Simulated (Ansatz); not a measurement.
System: H₃, doublet: collinear H-H-H surface. Scanned: first H-H distance and second H-H distance.

Cartesian coordinates as functions of the variables (Å; names that start with a are angles):
```
H  0  0  -r1
H  0  0  0
H  0  0  r2
```

Computed with UHF/aug-cc-pVDZ run with Ansatz (a first-principles code).

Energy in kJ/mol above the lowest grid point; x is the first H-H distance (Å), y the second H-H distance (Å).

```
y \ x   0.63   0.68   0.75   0.81   0.89   0.92      1   1.09   1.25   1.34   1.56   1.78   2.15
-----  -----  -----  -----  -----  -----  -----  -----  -----  -----  -----  -----  -----  -----
2.15    33.7   10.0    0.0    6.2   28.2   39.2   73.5  117.3  195.7  230.1  282.3  307.4  323.7
1.89    39.3   15.5    5.1   11.0   32.5   43.3   77.0  119.7  193.3  225.4  274.8  298.8  314.5
1.60    52.4   27.9   16.4   21.2   41.0   51.1   82.4  121.1  184.1  211.2  253.6  274.6  288.3
1.40    68.7   42.8   29.4   32.3   49.0   57.8   84.8  117.2  167.6  188.8  221.9  237.9  248.2
1.21    92.6   64.4   47.1   46.0   56.7   62.8   82.0  104.4  137.0  149.9  168.1  175.1  177.5
1.12   108.1   78.0   57.6   53.7   59.7   64.0   77.7   93.8  116.0  124.0  133.3  134.7  132.5
1.03   127.4   94.7   70.3   62.3   62.6   64.5   71.8   80.6   91.6   94.6   95.5   92.5   87.7
0.96   146.0  110.7   82.3   70.6   65.4   65.2   66.9   69.8   72.3   71.7   67.1   61.7   55.6
0.85   185.2  144.6  108.3   89.5   74.7   71.0   63.5   57.4   47.7   42.5   31.3   23.1   15.6
0.79   214.6  170.6  129.3  106.2   85.8   80.1   67.8   57.1   41.8   34.5   20.4   11.1    2.9
0.73   253.0  205.1  158.5  131.0  105.0   97.4   80.6   65.7   45.4   36.3   19.8    9.4    0.7
0.69   285.6  235.1  184.8  154.2  124.6  115.8   96.1   78.7   55.4   45.3   27.2   16.2    7.2
0.63   349.6  294.9  239.0  204.0  169.2  158.6  134.9  114.1   86.7   75.1   55.1   43.2   33.7
```

Points that lie below all their neighbours on the grid: x = 0.75, y = 2.15 on the edge of the grid (0.0 kJ/mol); x = 2.15, y = 0.73 on the edge of the grid (0.7 kJ/mol). The lowest path on the grid from the first to the second passes x = 0.92, y = 0.96 at 65.2 kJ/mol.
